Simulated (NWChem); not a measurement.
# C2H3F3 (1,1,1-trifluoroethane): levels of theory compared

We compute a comparison of 3 runs (B2PLYP/cc-pVDZ, CAM-B3LYP/cc-pVDZ, wB97X/cc-pVDZ) of C2H3F3 (1,1,1-trifluoroethane). 

The calculation is run with NWChem 7.3.0.

**1. Starting point**

C2H3F3 has 8 atoms, charge 0, and is taken as a singlet. SMILES: `CC(F)(F)F`. The shape is that of a PBE0-D4/def2-TZVP optimisation.

Bond lengths: C1–C2 1.497 Å, C2–F3 1.341 Å, C2–F4 1.341 Å, C2–F5 1.341 Å, C1–H6 1.089 Å, C1–H7 1.089 Å, C1–H8 1.089 Å. Some angles: C1–C2–F3 111.8°, C1–C2–F4 111.8°, C1–C2–F5 111.8°, F3–C2–F4 107.1°, F3–C2–F5 107.1°, F4–C2–F5 107.1°, C2–C1–H6 109.3°, C2–C1–H7 109.3°, C2–C1–H8 109.3°, H6–C1–H7 109.7°.

**2. A single-point energy at B2PLYP/cc-pVDZ (run 1)**

File input.xyz:

```xyz
8
C2H3F3
C     -0.615400    -0.141500     0.471500
C      0.557600     0.109900    -0.423700
F      1.692800    -0.382000     0.093900
F      0.395200    -0.458200    -1.627700
F      0.754200     1.420300    -0.629900
H     -0.441600     0.335800     1.434900
H     -0.738000    -1.214600     0.611200
H     -1.512600     0.273100     0.014000
```

File input.nw:

```
start input
title "C2H3F3"
memory total 2200 mb

geometry units angstroms noautosym nocenter noautoz
  load input.xyz
end

basis "ao basis" spherical bse
  * library cc-pVDZ
end

dft
  xc hfexch 0.53 becke88 0.47 lyp 0.73 mp2 0.27
  dftmp2 semidirect
  grid xfine
  convergence energy 1e-08
  iterations 100
  mulliken
end

mp2
  freeze core 5
end

task dft energy
```

Run with:

```sh
nwchem input.nw > input.out
```

The program printed:

```text
[...]
          Wavefunction type:  closed shell.
          No. of atoms     :     8
          No. of electrons :    42
[...]
          Charge           :     0
          Spin multiplicity:     1
[...]
          AO basis - number of functions:    85
[...]
              XC Information
              --------------
                     Hartree-Fock (Exact) Exchange  0.530
                    Becke 1988 Exchange Functional  0.470
              Lee-Yang-Parr Correlation Functional  0.730
[...]
 d= 0,ls=0.0,diis     1   -376.8715896529 -5.79D+02  1.20D-02  1.30D+00     2.2
[...]
 d= 0,ls=0.0,diis     8   -377.0093214231 -9.13D-09  1.43D-06  4.81D-08    14.9
         Total DFT energy =     -377.009321423051
      One electron energy =     -923.819968166975
           Coulomb energy =      387.593173529707
    Exchange-Corr. energy =      -42.898934413459
 Nuclear repulsion energy =      202.116407627676
[...]
      Total Density - Mulliken Population Analysis
     ---------------------------------------------
    Atom       Charge   Shell Charges
 -----------   ------   -------------------------------------------------------
    1 C    6     6.05   2.01  0.66  0.36  2.13  0.85  0.04
    2 C    6     5.47   2.01  0.73  0.17  1.83  0.42  0.32
    3 F    9     9.22   2.00  0.90  1.00  3.34  1.97  0.01
    4 F    9     9.22   2.00  0.90  1.00  3.34  1.97  0.01
    5 F    9     9.22   2.00  0.90  1.00  3.34  1.97  0.01
    6 H    1     0.94   0.75  0.17  0.03
    7 H    1     0.94   0.75  0.17  0.03
    8 H    1     0.94   0.75  0.17  0.03
[...]
  Basis functions       =     85
[...]
```

It took 17 s on 1 thread of AMD EPYC 9R45 (Zen 5), shared host; peak memory 0.26 GiB.

**3. Energy and forces at CAM-B3LYP/cc-pVDZ (run 2)**

File mymol.nw:

```
START mymol
memory 2200 mb
charge 0

GEOMETRY noautosym nocenter noautoz
C    -0.615400   -0.141500    0.471500
C     0.557600    0.109900   -0.423700
F     1.692800   -0.382000    0.093900
F     0.395200   -0.458200   -1.627700
F     0.754200    1.420300   -0.629900
H    -0.441600    0.335800    1.434900
H    -0.738000   -1.214600    0.611200
H    -1.512600    0.273100    0.014000
END

BASIS spherical bse
* library cc-pVDZ
END

DFT
xc xcamb88 1.00 lyp 0.81 vwn_5 0.19 hfexch 1.00
cam 0.33 cam_alpha 0.19 cam_beta 0.46
grid xfine
convergence energy 1e-08
direct
maxiter 100
mulliken
print medium
END

TASK dft gradient
```

Run with:

```sh
nwchem mymol.nw > mymol.out
```

The program printed:

```text
[...]
          Wavefunction type:  closed shell.
          No. of atoms     :     8
          No. of electrons :    42
[...]
          Charge           :     0
          Spin multiplicity:     1
[...]
          AO basis - number of functions:    85
[...]
              XC Information
              --------------
                     Hartree-Fock (Exact) Exchange  1.000
                   CAM-Becke88 Exchange Functional  1.000
                      VWN V Correlation Functional  0.190 local
              Lee-Yang-Parr Correlation Functional  0.810
[...]
 d= 0,ls=0.0,diis     1   -377.3130880949 -5.79D+02  1.41D-02  1.52D+00     3.5
[...]
 d= 0,ls=0.0,diis    10   -377.4688305316 -2.15D-10  1.65D-07  3.90D-10    34.6
         Total DFT energy =     -377.468830531625
      One electron energy =     -923.915089727389
           Coulomb energy =      387.657692770216
    Exchange-Corr. energy =      -43.327841202128
 Nuclear repulsion energy =      202.116407627676
[...]
      Total Density - Mulliken Population Analysis
     ---------------------------------------------
    Atom       Charge   Shell Charges
 -----------   ------   -------------------------------------------------------
    1 C    6     6.04   2.01  0.66  0.34  2.17  0.82  0.04
    2 C    6     5.63   2.01  0.72  0.20  1.88  0.50  0.31
    3 F    9     9.16   2.01  0.90  0.98  3.35  1.92  0.01
    4 F    9     9.16   2.01  0.90  0.98  3.35  1.92  0.01
    5 F    9     9.16   2.01  0.90  0.98  3.35  1.92  0.01
    6 H    1     0.95   0.74  0.18  0.03
    7 H    1     0.95   0.74  0.18  0.03
    8 H    1     0.95   0.74  0.18  0.03
[...]
  wavefunction    = closed shell
[...]
                         DFT ENERGY GRADIENTS
    atom               coordinates                        gradient
                 x          y          z           x          y          z
   1 C      -1.162937  -0.267396   0.891006   -0.003760  -0.000836   0.002873
   2 C       1.053711   0.207681  -0.800677    0.001980   0.000495  -0.001467
   3 F       3.198928  -0.721875   0.177445   -0.003365   0.001630  -0.001860
   4 F       0.746820  -0.865872  -3.075907    0.000780   0.001859   0.003615
   5 F       1.425231   2.683978  -1.190338   -0.000370  -0.004188   0.000461
   6 H      -0.834503   0.634570   2.711568   -0.000698  -0.002344  -0.004948
   7 H      -1.394618  -2.295261   1.155001    0.000781   0.005420  -0.000834
   8 H      -2.858400   0.516084   0.026456    0.004651  -0.002035   0.002159
[...]
```

It took 48 s on 1 thread of AMD EPYC 9R45 (Zen 5), shared host; peak memory 0.14 GiB.

**4. Energy and forces at wB97X/cc-pVDZ (run 3)**

File c2h3f3.nw:

```
echo
start c2h3f3
memory total 2200 mb

geometry noautosym nocenter noautoz
  C     -0.615400    -0.141500     0.471500
  C      0.557600     0.109900    -0.423700
  F      1.692800    -0.382000     0.093900
  F      0.395200    -0.458200    -1.627700
  F      0.754200     1.420300    -0.629900
  H     -0.441600     0.335800     1.434900
  H     -0.738000    -1.214600     0.611200
  H     -1.512600     0.273100     0.014000
end

basis spherical bse
  * library cc-pVDZ
end

dft
  xc wb97x
  grid xfine
  convergence energy 1e-08
  maxiter 100
  mulliken
end

task dft gradient
```

Run with:

```sh
nwchem c2h3f3.nw > c2h3f3.out
```

The program printed:

```text
[...]
          Wavefunction type:  closed shell.
          No. of atoms     :     8
          No. of electrons :    42
[...]
          Charge           :     0
          Spin multiplicity:     1
[...]
          AO basis - number of functions:    85
[...]
              XC Information
              --------------
                       wb97x  Method XC Functional
                     Hartree-Fock (Exact) Exchange  1.000
                         wb97x Exchange Functional  1.000
                      wb97x Correlation Functional  1.000
[...]
 d= 0,ls=0.0,diis     1   -377.3479796592 -5.79D+02  1.24D-02  1.46D+00     4.2
[...]
 d= 0,ls=0.0,diis     9   -377.4996745162 -6.01D-09  5.32D-07  2.32D-09    38.0
         Total DFT energy =     -377.499674516175
      One electron energy =     -923.840701794489
           Coulomb energy =      387.576688880440
    Exchange-Corr. energy =      -43.352069229802
 Nuclear repulsion energy =      202.116407627676
[...]
      Total Density - Mulliken Population Analysis
     ---------------------------------------------
    Atom       Charge   Shell Charges
 -----------   ------   -------------------------------------------------------
    1 C    6     6.08   2.01  0.65  0.37  2.15  0.86  0.04
    2 C    6     5.62   2.01  0.73  0.21  1.87  0.49  0.32
    3 F    9     9.17   2.01  0.90  0.98  3.34  1.94  0.01
    4 F    9     9.17   2.01  0.90  0.98  3.34  1.94  0.01
    5 F    9     9.17   2.01  0.90  0.98  3.34  1.94  0.01
    6 H    1     0.94   0.74  0.17  0.03
    7 H    1     0.94   0.74  0.17  0.03
    8 H    1     0.94   0.74  0.17  0.03
[...]
  wavefunction    = closed shell
[...]
                         DFT ENERGY GRADIENTS
    atom               coordinates                        gradient
                 x          y          z           x          y          z
   1 C      -1.162937  -0.267396   0.891006   -0.002793  -0.000630   0.002135
   2 C       1.053711   0.207681  -0.800677    0.002892   0.000692  -0.002163
   3 F       3.198928  -0.721875   0.177445   -0.005120   0.002429  -0.002733
   4 F       0.746820  -0.865872  -3.075907    0.001099   0.002780   0.005493
   5 F       1.425231   2.683978  -1.190338   -0.000624  -0.006272   0.000745
   6 H      -0.834503   0.634570   2.711568   -0.000779  -0.002379  -0.004929
   7 H      -1.394618  -2.295261   1.155001    0.000712   0.005446  -0.000783
   8 H      -2.858400   0.516084   0.026456    0.004612  -0.002067   0.002234
[...]
```

It took 52 s on 1 thread of AMD EPYC 9R45 (Zen 5), shared host; peak memory 0.14 GiB.

**5. The series**

| run | level | task | frozen core orbitals | energy (Eh) | dipole moment (D) | HOMO energy (eV) | LUMO energy (eV) | wall time |
| --- | --- | --- | --- | --- | --- | --- | --- | --- |
| 1 | B2PLYP/cc-pVDZ | energy | 5 | -377.277489 | 2.30 | -12.40 | 3.13 | 17 s |
| 2 | CAM-B3LYP/cc-pVDZ | gradient | – | -377.468831 | 2.16 | -12.08 | 3.05 | 48 s |
| 3 | wB97X/cc-pVDZ | gradient | – | -377.499675 | 2.17 | -13.11 | 4.42 | 52 s |

**6. Outcome**

| quantity | value |
| --- | --- |
| run 3: total energy | -377.49967 Eh |
| run 3: dipole moment | 2.17 D |
| run 3: HOMO energy | -13.11 eV |
| run 3: LUMO energy | 4.42 eV |
| run 3: HOMO–LUMO gap | 17.53 eV |
| run 3: largest force on an atom | 0.326 eV/Å |

What this shows: The dipole moment (its size) runs from 2.16 D (CAM-B3LYP/cc-pVDZ) to 2.30 D (B2PLYP/cc-pVDZ). A double hybrid's value is that of its SCF part. The HOMO–LUMO gap runs from 15.13 eV (CAM-B3LYP/cc-pVDZ) to 17.53 eV (wB97X/cc-pVDZ). Totals of different functionals can't be ranked against each other. All runs together took 2 min, the longest 52 s.
